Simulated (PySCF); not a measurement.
disilane (H6Si2), SMILES [SiH3][SiH3]. Heavy atoms are numbered as in [SiH3:1][SiH3:2]. Hydrogens are named by the atom that carries them.

The structure is a stationary point at B3LYP-D3(BJ)/def2-TZVP.

The numbers are results of B3LYP/pcSseg-2 in PySCF, not measurements.

GIAO shieldings, no solvent; atoms alike by connectivity are averaged. δ = σ(ref) − σ: ²⁹Si against TMS (σ = 325.2 ppm); ¹H against TMS (σ = 31.68 ppm), references at their B3LYP-D3(BJ)/def2-TZVP geometries, non-relativistic.

Computed chemical shifts:
```
nucleus       atoms  count  δ (ppm)
-------  ----------  -----  -------
²⁹Si     Si1 (SiH3)      2   -112.4
¹H         H on Si1      6     3.65
```
